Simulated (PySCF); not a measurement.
Isomers of C3H5FO, one GFN2-xTB conformer each. Single-point energies are computed at PBE0/pcSseg-1 (PySCF, gas phase, no added dispersion term), electronic only.

```csv
SMILES,GFN2-xTB relative energy (kJ/mol)
CCC(=O)F,0.0
FC[C@@H]1CO1,86.5
```

Conformers: `[CH3:1][CH2:2][C:3](=[O:4])[F:5]` with C1–C2–C3–O4 -113°; `[F:1][CH2:2][C@@H:3]1[CH2:4][O:5]1` with F1–C2–C3–C4 -91°.

Q: What does PBE0/pcSseg-1 give for the same structures?

A: 
| SMILES | PBE0/pcSseg-1 E (Eh) | PBE0/pcSseg-1 (kJ/mol) | GFN2-xTB (kJ/mol) | point group |
| --- | --- | --- | --- | --- |
| CCC(=O)F | -292.06706 | 0.0 | 0.0 | C1 |
| FC[C@@H]1CO1 | -291.99485 | 189.6 | 86.5 | C1 |

Both levels put the same isomer lowest. As drawn, the lower has a C=O bond, which the higher lacks; the higher has a three-membered ring, which the lower lacks.

Q: Which frontier levels, dipoles and rotational constants go with these structures?

A: 
```json
{"SMILES": "CCC(=O)F", "HOMO (eV, PBE0/pcSseg-1)": "-8.87", "LUMO (eV)": "-0.41", "dipole (D)": "3.15", "A, B, C (MHz)": "8607, 4029, 3178"}
{"SMILES": "FC[C@@H]1CO1", "HOMO (eV, PBE0/pcSseg-1)": "-8.16", "LUMO (eV)": "1.66", "dipole (D)": "0.48", "A, B, C (MHz)": "14725, 3196, 2918"}
```
